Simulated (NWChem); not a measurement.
# Atomisation of fluoromethane (CH₃F)

```xyz
5

C      0.6140    -0.1116     0.0000
F     -0.7404     0.1346     0.0000
H      0.8999    -0.6941     0.9041
H      0.8999    -0.6941    -0.9041
H      1.1799     0.8466     0.0000
```
Charge 0, spin multiplicity 1.

Everything below was run with NWChem. Structure: optimised with PBE/def2-SVP, a minimum by its harmonic frequencies.

Basis set: def2-TZVP. The atomisation energy is electronic alone: no zero-point, thermal, spin-orbit or counterpoise terms. No value is extrapolated to the basis-set limit. Free atoms are single determinants with multiplicities C 3, F 2, H 2. Correlated methods freeze the same cores in atoms and molecule, 2 orbitals in all.

B3LYP has NWChem's definition, with VWN1-RPA local correlation. No SCF solution was tested for a lower state. Open-shell Hartree-Fock references start from PBE0 orbitals. Coupled-cluster values serve here as a point of comparison, not as the truth.

```tsv
method	atomisation energy (kcal/mol)
HF	310.8
LDA (SVWN5)	481.3
PBE	428.1
PBE0	[?]
B3LYP	420.3
BHandHLYP	406.8
MP2	411.8
TPSS	426.2
r2SCAN	420.2
CCSD(T)	[?]
```

Task: Fill in the missing entries.

Result: 
- PBE0, atomisation energy (kcal/mol): 419.3
- CCSD(T), atomisation energy (kcal/mol): 407.2
